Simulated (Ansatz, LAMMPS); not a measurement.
Diamond-structure Si, TO phonon frequency at L

Reference value: 490 cm⁻¹ (measured, temperature not stated, no zero-point or thermal correction; as tabulated in Yang et al. (2021), arXiv:2106.07201).

Question: Put these levels in order of the TO phonon frequency at L that they give for diamond-structure Si, smallest first: LC-ωPBE (Ansatz, a first-principles code), PBE (Ansatz), SNAP Si_Zuo_JPCA2020.snap (LAMMPS).

Answer: SNAP Si_Zuo_JPCA2020.snap (437 cm⁻¹), PBE (477 cm⁻¹), LC-ωPBE (541 cm⁻¹)

Unless a cell is named, each level is at its own relaxed cell (SNAP Si_Zuo_JPCA2020.snap 20.50, PBE 20.46, LC-ωPBE 19.58 Å³/atom).

Differences against the reference: SNAP Si_Zuo_JPCA2020.snap -10.8 %, PBE -2.7 %, LC-ωPBE +10.4 %.

The reference isn't brought to a static lattice, while the calculations are for one, so the differences are not the levels' errors alone.  Each level is taken at its own relaxed cell. K meshes differ between the levels. Ansatz's density-functional and Hartree–Fock values are scalar-relativistic unless marked +SOC, with PAW data made under PBE.

Machine-learned potentials (SNAP Si_Zuo_JPCA2020.snap) are trained on DFT data: a solid inside that data is no test of them.

Differences are worked out from the printed values.
